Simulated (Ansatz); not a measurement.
Process, species as SMILES: [C-]#[NH+] (C-NH) → C atom + H atom + N atom
B3LYP-D3(BJ)/def2-TZVP geometries, fixed; electronic energies without zero-point terms.
Largest species:
```xyz
3

C      0.0000     0.0000    -0.7364
N      0.0000     0.0000     0.4276
H      0.0000     0.0000     1.4250
```

Basis-set convergence of the atomisation energy at B2PLYP with Ansatz (an electronic-structure program). Cartesian d functions, on some or all atoms, in 6-31G*, 6-31+G*; all else is spherical. Cores are frozen. Open shells are unrestricted. No added dispersion term, no relativity. Functions are those of the species that has most. Reference: the value in pcseg-4, 300.44 kcal/mol, itself unsure by roughly 0.50 kcal/mol (its mean distance from aug-pcseg-3, aug-cc-pVQZ, cc-pV5Z). Deviations are taken from unrounded values.

| basis | functions | atomisation energy (kcal/mol) |
|---|---|---|
| 6-31G* | 32 | 285.25 |
| 6-31+G* | 40 | 286.46 |
| cc-pVDZ | 33 | 284.91 |
| aug-cc-pVDZ | 55 | 287.12 |
| def2-SVP | 33 | 294.64 |
| def2-SVPD | 48 | 297.23 |
| pcseg-1 | 33 | 289.41 |
| aug-pcseg-1 | 55 | 291.16 |
| 6-311G** | 42 | 291.03 |
| 6-311+G** | 50 | 291.24 |
| def2-TZVP | 68 | 296.24 |
| def2-TZVPD | 83 | 296.60 |
| cc-pVTZ | 74 | 296.70 |
| aug-cc-pVTZ | 115 | 297.37 |
| pcseg-2 | 74 | 297.79 |
| aug-pcseg-2 | 115 | 298.15 |
| def2-TZVPP | 76 | 297.30 |
| def2-TZVPPD | 91 | 297.49 |
| cc-pVQZ | 140 | 299.41 |
| aug-cc-pVQZ | 206 | 299.70 |
| def2-QZVPP | 144 | 299.32 |
| def2-QZVPPD | 159 | 299.40 |
| pcseg-3 | 153 | 299.87 |
| aug-pcseg-3 | 219 | 299.97 |

What the diffuse functions change, pair by pair:
- 6-31G* to 6-31+G*: 8 more functions, deviation -15.19 to -13.98 kcal/mol
- cc-pVDZ to aug-cc-pVDZ: 22 more functions, deviation -15.54 to -13.32 kcal/mol
- def2-SVP to def2-SVPD: 15 more functions, deviation -5.81 to -3.21 kcal/mol
- pcseg-1 to aug-pcseg-1: 22 more functions, deviation -11.04 to -9.28 kcal/mol
- 6-311G** to 6-311+G**: 8 more functions, deviation -9.41 to -9.20 kcal/mol
- def2-TZVP to def2-TZVPD: 15 more functions, deviation -4.20 to -3.85 kcal/mol
- cc-pVTZ to aug-cc-pVTZ: 41 more functions, deviation -3.75 to -3.07 kcal/mol
- pcseg-2 to aug-pcseg-2: 41 more functions, deviation -2.65 to -2.30 kcal/mol
- def2-TZVPP to def2-TZVPPD: 15 more functions, deviation -3.15 to -2.95 kcal/mol
- cc-pVQZ to aug-cc-pVQZ: 66 more functions, deviation -1.03 to -0.75 kcal/mol
- def2-QZVPP to def2-QZVPPD: 15 more functions, deviation -1.12 to -1.05 kcal/mol
- pcseg-3 to aug-pcseg-3: 66 more functions, deviation -0.57 to -0.48 kcal/mol

They bring the value nearer the reference by more than 0.50 kcal/mol in 5 of 12 pairs.
